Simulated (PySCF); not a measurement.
**How the method moves the gas-phase deprotonation enthalpies of 2-propynylium**

Structure: `C#C[CH2+]` ([C3H3]+). Optimised structure (Å), atoms numbered from 1:
```
C     1.4771   -0.1795    0.3425
C     0.2642   -0.0316    0.1608
C    -1.0589    0.1301   -0.0373
H     2.5447   -0.3098    0.5030
H    -1.4395    0.9776   -0.6287
H    -1.7825   -0.5825    0.3887
```

All levels share the PBE0-D3(BJ)/ma-def2-SVP structures and the PBE0-D3(BJ)/ma-def2-SVP thermal terms; only the single-point energies (PySCF) change. Values are gas-phase deprotonation enthalpies (298 K, kJ/mol).

| level | C3 | C1 | time |
| --- | --- | --- | --- |
| HF/ma-def2-TZVP | 801 | 910 | 1.5 s |
| PBE0-D3(BJ)/def2-SV(P) | 852 | 899 | 1.4 s |
| LC-ωPBE/ma-def2-TZVP | 852 | 909 | 9.8 s |
| PBE0-D3(BJ)/def2-SVPD | 856 | 906 | 2.3 s |
| PBE0-D3(BJ)/def2-SVP | 857 | 908 | 1.6 s |
| HSE06/ma-def2-TZVP | 860 | 905 | 11 s |
| PBE0-D3(BJ)/aug-cc-pVDZ | 860 | 897 | 3 s |
| PBE0-D3(BJ)/6-311+G** | 861 | 903 | 2.4 s |
| PBE0-D3(BJ)/def2-TZVPD | 862 | 905 | 5.1 s |
| PBE0-D3(BJ)/ma-def2-TZVP | 862 | 905 | – |
| PBE0-D3(BJ)/pcseg-2 | 862 | 907 | 4.5 s |
| PBE0-D3(BJ)/def2-TZVP | 862 | 906 | 3.7 s |
| PBE0-D3(BJ)/def2-TZVPP | 863 | 906 | 4.5 s |
| PBE0-D3(BJ)/6-311++G(2d,2p) | 863 | 904 | 3.5 s |
| PBE0-D3(BJ)/def2-QZVP | 863 | 907 | 15 s |
| PBE0-D3(BJ)/cc-pVDZ | 864 | 903 | 1.7 s |
| M06-2X/ma-def2-TZVP (grid 3) | 868 | 890 | 13 s |
| OPBE/ma-def2-TZVP | 872 | 915 | 9 s |
| PBE0-D3(BJ)/6-31G | 875 | 927 | 1.1 s |
| TPSSh-D3(BJ)/ma-def2-TZVP (grid 3) | 876 | 913 | 11 s |
| ωB97M-D3(BJ)/ma-def2-TZVP (grid 3) | 877 | 887 | 11 s |
| B3LYP-D3(BJ)/ma-def2-TZVP | 881 | 905 | 4.5 s |
| BLYP-D3(BJ)/ma-def2-TZVP | 884 | 902 | 8.8 s |

Times are wall times for all single points of a level on 1 thread of Arm Neoverse V2, a shared host; the dash marks the run that also made the structures. BLYP, HSE06, LC-ωPBE, OPBE ran on a slower path of this set-up, which computes the density-fitting integrals anew in every SCF cycle while the other levels store them. So the times needn't show the usual order of cost, and those levels read slower than they are.

Hartree-Fock leaves out electron correlation, so its deprotonation energies can be off by tens of kJ/mol.

The widest spread is that of C3: 83 kJ/mol, from 801 to 884.
